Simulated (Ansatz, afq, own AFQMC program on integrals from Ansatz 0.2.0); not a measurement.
SiH$_{4}$, triplet: AFQMC among the cluster methods

```yaml
atoms:
  - { symbol: Si, position_ang: [0.0000, 0.0000, 0.0000] }
  - { symbol: H, position_ang: [-0.0234, 2.2049, 2.1896] }
  - { symbol: H, position_ang: [-0.0335, -2.1897, 2.2047] }
  - { symbol: H, position_ang: [0.0335, 2.1897, -2.2047] }
  - { symbol: H, position_ang: [0.0234, -2.2049, -2.1896] }
```

Basis 6-31G. Only valence electrons are correlated. AFQMC by an in-house program on the Cholesky factors that Ansatz 0.2.0 writes for its CCSD(T) run. The CISD trial takes its coefficients from CCSD amplitudes. Released means that phaseless walkers are propagated on without the constraint, phases kept. Error bars are statistical, one sigma.

Determinant: ROHF, the one that the program's search chose, which needn't be the lowest solution. The geometry is a point of a scan.

Full CI is exact in this basis; its frozen core comes from its own orbitals, which moves totals by up to a few meV.

Cautions: lower spins were not checked; higher spins were not checked; a spin-contaminated unrestricted determinant lies lower (UHF 6.50 eV lower, ⟨S²⟩ 3.74); the search met a lower determinant of the same kind, perhaps of another symmetry (2.21 eV lower), and this one is a saddle point; strong correlation (T1 0.090, weight of the determinant 0.22, largest double 0.74); (T) is large, 8 % of the CCSD correlation; (Q) is large, 4.23 eV, so the cluster series hasn't closed; CCSD(T) is in doubt: in a space of 8 electrons in 9 natural orbitals full CI lies 1.68 eV above it; CCSDT(Q) is in doubt: in a space of 8 electrons in 9 natural orbitals full CI lies 1.92 eV below it; CCSDT(Q) lies above an unrestricted determinant, so it isn't the lowest state; the CCSDTQ amplitudes may be one of several solutions (largest double 0.38); the released energy hasn't reached full CI (147 meV above it at 1.50 1/Eh), so no released level is given (meV from the phaseless value at times in 1/Eh: 20 ± 30 at 0.24, -3 ± 30 at 0.50, -59 ± 28 at 1.00, -38 ± 34 at 1.50); full CI with its own frozen core.

```
T1 diagnostic                               : 0.0903
weight of the determinant in the CISD state : 0.223
size of the correlated space                : 8 electrons in 16 orbitals
```

```
  level  correlation energy (eV)
    MP2                  -4.8108
   CCSD                  -8.9772
CCSD(T)                  -9.6830
```

(1) Estimate where full CI lies against CCSD(T) in the same basis.

(1) 2085.1 meV above CCSD(T).

Reference: full CI, correlation energy -7.598 eV. CCSDTQ lies 0.4 meV above full CI, in part by the other frozen core, which shifts every row alike, so rows that close can't be ranked against it. The cautions show a poor starting determinant, so the rows tell how each method copes with it here, and full CI is the sure value.

```tsv
level	E − E(reference) (meV)	share of correlation (%)
CCSD(T)	-2085.1	127.44
CCSDT	-1715.0	122.57
CCSDT(Q)	2510.9	66.95
CCSDTQ	0.4	99.99
ph-AFQMC/CISD	185.3 ± 28.1	97.56
```

CCSDT and higher add their correlation energy to the determinant of the CCSD(T) run, since their own runs factorise the integrals more tightly (a shift of under 2 meV). A walk keeps the symmetry of its determinant, which the program's search chose and which needn't be the lowest solution, so a lower state of the same spin and another symmetry isn't excluded.
